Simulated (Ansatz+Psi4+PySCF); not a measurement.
# doublet LiH(+): levels of theory in one basis

```
atom   x (Å)   y (Å)    z (Å)
  Li  0.0000  0.0000   0.4100
   H  0.0000  0.0000  -1.2300
```

Basis set: cc-pVTZ on H; cc-pCVTZ on Li (spherical functions). All electrons are correlated. Correlation on ROHF uses semicanonical orbitals with singles. Charge 1, multiplicity 2.

Computed with Ansatz (development build ahead of 0.2.0) and Psi4 1.11; each method stands on the lowest determinant of its kind that the runs found.

| method | E − E(ROHF) (eV) | <S²> of the determinant |
| --- | --- | --- |
| ROHF | 0.00 | 0.75 |
| ROHF-CCSD | -1.11 | – |
| ROHF-CCSD(T) | -1.11 | – |

What does ROHF-MP2 give on the same scale?

-0.99 eV.
